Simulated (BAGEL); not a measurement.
**C2H3B (SMILES BC#C): B3LYP/6-31G(d) (density fitting with qzvpp-jkfit, spherical functions)**

Aim: the energy change on altering one bond length of C2H3B at B3LYP/6-31G* (density fitting with qzvpp-jkfit, spherical functions), from 2 runs. 

Program for the calculation: BAGEL 1.2.2.

2 further runs of the same task are left out: 2 set aside as unsound or not needed. Runs told in other sessions of the task aren't counted.

### Step 1. The molecule

C2H3B has 6 atoms, charge 0, and is taken as a singlet. SMILES: `BC#C`. Geometry: relaxed at PBE0-D4/def2-TZVP.

Bond lengths: B1–C2 1.501 Å, C2–C3 1.210 Å, B1–H4 1.193 Å, B1–H5 1.193 Å, C3–H6 1.066 Å. Angles: B1–C2–C3 180.0°, C2–B1–H4 119.9°, C2–B1–H5 119.9°, C2–C3–H6 180.0°, H4–B1–H5 120.3°.

### Step 2. The energy at B3LYP/6-31G(d) (density fitting with qzvpp-jkfit, spherical functions)

Input file input.json:

```json
{ "bagel" : [

{
  "title" : "molecule",
  "basis" : "6-31gs.json",
  "df_basis" : "qzvpp-jkfit",
  "angstrom" : true,
  "geometry" : [
    { "atom" : "B", "xyz" : [   -0.830400,    0.647300,   -0.394300 ] },
    { "atom" : "C", "xyz" : [    0.278600,   -0.224100,    0.117900 ] },
    { "atom" : "C", "xyz" : [    1.172700,   -0.926600,    0.530500 ] },
    { "atom" : "H", "xyz" : [   -1.756200,    0.156700,   -0.965700 ] },
    { "atom" : "H", "xyz" : [   -0.783300,    1.828200,   -0.228600 ] },
    { "atom" : "H", "xyz" : [    1.960800,   -1.545600,    0.894000 ] }
  ]
},
{ "title" : "ks", "xc_func" : "b3lyp" },
{ "title" : "print", "file" : "orbitals.molden", "orbitals" : true }

]}
```

The basis set 6-31G* is read from a file made from the Basis Set Exchange's data (not shown).

Command:

```console
$ BAGEL_NUM_THREADS=1 BAGEL input.json > input.out
```

Output:

```text
* using 1 threads per process

  ===============================================================
  ===============================================================

  *** Geometry ***

  { "atom" : "B", "xyz" : [     -1.569229,      1.223220,     -0.745119 ] },
  { "atom" : "C", "xyz" : [      0.526478,     -0.423488,      0.222799 ] },
  { "atom" : "C", "xyz" : [      2.216082,     -1.751020,      1.002500 ] },
  { "atom" : "H", "xyz" : [     -3.318737,      0.296120,     -1.824909 ] },
  { "atom" : "H", "xyz" : [     -1.480222,      3.454797,     -0.431991 ] },
  { "atom" : "H", "xyz" : [      3.705375,     -2.920761,      1.689415 ] },

  Number of auxiliary basis functions:      279

  Since a DF basis is specified, we compute 2- and 3-index integrals:
    o Being stored without compression. Storage requirement is 0.005 GB

  Number of basis functions:       48
  Number of electrons      :       20

    * METHOD: MOLECULE                             0.05

  *** Kohn-Sham DFT ***

    * Removing 8737 points whose weight is below 1.00e-10
    * Grid points: 80699

  === Nuclear Repulsion ===
    46.7381231439

       - DIIS with orbital gradients will be used.

  === KS iteration (b3lyp / 6-31gs.json) ===
      0        -81.33360096          0.18147158           0.10
      1        -76.01403975          0.17488053           0.08
      2        -83.02441259          0.21231778           0.07
      3        -95.70304256          0.11825582           0.07
      4       -101.84689725          0.06797855           0.07
      5       -102.31858949          0.05543373           0.07
      6       -102.64349230          0.02740712           0.07
      7       -102.75998260          0.01118748           0.07
      8       -102.78019299          0.00222307           0.07
      9       -102.78116748          0.00028778           0.07
     10       -102.78118594          0.00004657           0.07
     11       -102.78118640          0.00000569           0.07
     12       -102.78118640          0.00000161           0.07
     13       -102.78118640          0.00000056           0.07
     14       -102.78118640          0.00000017           0.07
     15       -102.78118640          0.00000004           0.07
     16       -102.78118640          0.00000002           0.07
     17       -102.78118640          0.00000000           0.07
    * SCF iteration converged.

    * Permanent dipole moment:
           (   -0.336553,     0.264302,    -0.155209) a.u.

    * METHOD: KS                                   1.51

    * METHOD: PRINT                                0.00

  ===============================================================
```

It took 1.7 s on 1 thread of Arm Neoverse V2, shared host; peak memory 0.19 GiB.

### Step 3. The distorted shape at the same level

Input file dft.json:

```json
{ "bagel" : [

{
  "title" : "molecule",
  "basis" : "6-31gs.json",
  "df_basis" : "qzvpp-jkfit",
  "angstrom" : "true",
  "geometry" : [
    { "atom" : "B", "xyz" : [   -1.460856,    1.142481,   -0.685089 ] },
    { "atom" : "C", "xyz" : [   -0.351856,    0.271081,   -0.172889 ] },
    { "atom" : "C", "xyz" : [    0.542244,   -0.431419,    0.239711 ] },
    { "atom" : "H", "xyz" : [   -2.386656,    0.651881,   -1.256489 ] },
    { "atom" : "H", "xyz" : [   -1.413756,    2.323381,   -0.519389 ] },
    { "atom" : "H", "xyz" : [    1.960800,   -1.545600,    0.894000 ] }
  ]
},
{
  "title" : "ks",
  "xc_func" : "b3lyp"
},
{
  "title" : "print",
  "file" : "orbitals.molden",
  "orbitals" : "true"
}

]}
```

The basis set 6-31G* is read from a file made from the Basis Set Exchange's data (not shown).

Command:

```console
$ BAGEL_NUM_THREADS=1 BAGEL dft.json > dft.out
```

Output:

```text
* using 1 threads per process

  ===============================================================
  ===============================================================

  *** Geometry ***

  { "atom" : "B", "xyz" : [     -2.760618,      2.158976,     -1.294631 ] },
  { "atom" : "C", "xyz" : [     -0.664911,      0.512269,     -0.326713 ] },
  { "atom" : "C", "xyz" : [      1.024693,     -0.815264,      0.452988 ] },
  { "atom" : "H", "xyz" : [     -4.510126,      1.231877,     -2.374420 ] },
  { "atom" : "H", "xyz" : [     -2.671612,      4.390554,     -0.981503 ] },
  { "atom" : "H", "xyz" : [      3.705375,     -2.920761,      1.689415 ] },

  Number of auxiliary basis functions:      279

  Since a DF basis is specified, we compute 2- and 3-index integrals:
    o Being stored without compression. Storage requirement is 0.005 GB

  Number of basis functions:       48
  Number of electrons      :       20

    * METHOD: MOLECULE                             0.05

  *** Kohn-Sham DFT ***

    * Removing 8054 points whose weight is below 1.00e-10
    * Grid points: 81382

  === Nuclear Repulsion ===
    44.8681005641

       - DIIS with orbital gradients will be used.

  === KS iteration (b3lyp / 6-31gs.json) ===
      0        -81.08426658          0.18130826           0.10
      1        -76.99350674          0.17374992           0.08
      2        -81.87712066          0.20653476           0.07
      3        -96.72577284          0.09656410           0.07
      4       -102.26632307          0.03664758           0.07
      5       -102.56492092          0.01731876           0.07
      6       -102.52640587          0.02541203           0.07
      7       -102.60195410          0.01273736           0.07
      8       -102.62228782          0.00733643           0.07
      9       -102.63091703          0.00102129           0.07
     10       -102.63124872          0.00022881           0.07
     11       -102.63126019          0.00007593           0.07
     12       -102.63126139          0.00000776           0.07
     13       -102.63126140          0.00000217           0.07
     14       -102.63126140          0.00000141           0.07
     15       -102.63126140          0.00000128           0.07
     16       -102.63126140          0.00000038           0.07
     17       -102.63126140          0.00000005           0.07
     18       -102.63126140          0.00000002           0.07
     19       -102.63126140          0.00000000           0.07
    * SCF iteration converged.

    * Permanent dipole moment:
           (   -0.526428,     0.413410,    -0.242767) a.u.

    * METHOD: KS                                   1.66

    * METHOD: PRINT                                0.00

  ===============================================================
```

Wall time 1.9 s (1 thread of Arm Neoverse V2, shared host); peak memory 0.19 GiB.

### Step 4. Summary of results

At B3LYP/6-31G* (density fitting with qzvpp-jkfit, spherical functions):

| quantity | value |
| --- | --- |
| first shape: total energy | -102.78119 Eh |
| first shape: dipole moment | 1.16 D |
| first shape: HOMO energy | -7.54 eV |
| first shape: LUMO energy | -2.20 eV |
| first shape: HOMO–LUMO gap | 5.33 eV |
| distorted shape: total energy | -102.63126 Eh |
| distorted shape: dipole moment | 1.81 D |
| distorted shape: HOMO energy | -7.45 eV |
| distorted shape: LUMO energy | -3.85 eV |
| distorted shape: HOMO–LUMO gap | 3.60 eV |
| energy change with the C3–H6 bond stretched from 1.066 to 1.919 Å | 4.080 eV |

What this shows: One bond (distorted shape) is far stretched, which a spin-restricted single reference describes badly; a broken-symmetry solution may lie lower. With the C3–H6 bond stretched from 1.066 to 1.919 Å the energy rises by 4.08 eV (94 kcal/mol). The first shape isn't relaxed at this level, so the change isn't measured from a minimum. A restricted reference can't describe the breaking bond well at this length.
